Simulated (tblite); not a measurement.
Compound: C₄H₉S (doublet state).
Geometry (GFN2-xTB, Å), atoms numbered from 1 in this order:
```
atom  x, y, z in Å
C1     1.3879   -0.6724   -0.6544
C2     0.5022    0.5683   -0.6606
C3    -0.3754    0.6710    0.5883
C4    -1.4074   -0.4433    0.6944
S5    -1.2126    2.2782    0.5957
H6     2.0620   -0.6454   -1.5070
H7     0.7947   -1.5806   -0.7197
H8     1.9859   -0.7120    0.2535
H9     1.1335    1.4583   -0.7164
H10   -0.1406    0.5592   -1.5438
H11    0.2583    0.6740    1.4820
H12   -0.9121   -1.4028    0.8221
H13   -2.0587   -0.2752    1.5490
H14   -2.0184   -0.4778   -0.2052
```

Method: GFN2-xTB as coded in tblite; computed harmonic values from a numerical Hessian at the method's own geometry, unscaled. This tight-binding method is rough: wavenumbers can miss measured ones by several per cent, in bad cases by 10 to 20. One conformer, not necessarily the lowest. Open shells enter through the occupations alone, without spin polarisation, and single modes of such species can be off by tens of per cent.

Harmonic wavenumbers (cm⁻¹): 79.4, 193.8, 219.0, 236.0, 301.1, 372.7, 406.0, 703.0, 814.8, 880.2, 978.2, 1007.4, 1037.4, 1079.8, 1137.6, 1145.8, 1205.7, 1246.9, 1287.3, 1335.3, 1402.7, 1412.4, 1481.9, 1485.6, 1492.4, 1500.3, 1508.5, 2910.1, 2972.5, 2984.3, 3031.7, 3033.5, 3035.5, 3040.3, 3042.7, 3047.4.

A = 6787, B = 2389, C = 1900 MHz; mass 89.042 u (most abundant isotopes); point group C1, symmetry number 1; spin multiplicity 2.

Question: What is the zero-point energy?

Answer: Half the sum of the wavenumbers: 26525 cm⁻¹ = 317.31 kJ/mol.

Question: Give the ideal-gas entropy at 273.15 K and 1 bar in the rigid-rotor, harmonic-oscillator model (classical rotation).

Answer: Translation 163.02, rotation 110.82, vibration 55.22, spin (R ln 2) 5.76: S = 334.8 J/(mol K).

Question: And Cp and H(273.15 K) − H(0)?

Answer: Cp = 98.70 J/(mol K), of which vibrations give 65.44 (their classical limit is 36 R = 299.3); H(273.15 K) − H(0) = 17.75 kJ/mol without the zero-point energy, 8.67 from vibrations.

Question: What must be added to the electronic energy to get the Gibbs energy at 273.15 K and 1 bar?

Answer: ZPE + [H(273.15 K) − H(0)] − T·S = 317.31 + 17.75 − 91.46 = 243.60 kJ/mol.

Question: Which modes carry the vibrational entropy at 273.15 K?

Answer: 79.4 cm⁻¹: 15.62; 193.8 cm⁻¹: 8.50; 219.0 cm⁻¹: 7.57; 236.0 cm⁻¹: 7.02; 301.1 cm⁻¹: 5.30; 372.7 cm⁻¹: 3.92 J/(mol K); the other 30 give 7.29 together.

Question: Blend soft modes into free rotors: weight 1/[1 + (100 cm⁻¹/ν̃)⁴] for the oscillator and the rest for a rotor with moment μB/(μ + B), μ = h/(8π²ν), B = 10⁻⁴⁴ kg m². What vibrational entropy results?

Answer: 53.14 J/(mol K) in place of 55.22, which changes −T·S at 273.15 K by +0.57 kJ/mol.

Hindered rotation and anharmonicity are outside this model. Other conformers, if any are populated, would add a mixing term that is left out. The structure is chiral; the term R ln 2 for an equal mix with its mirror image is left out.
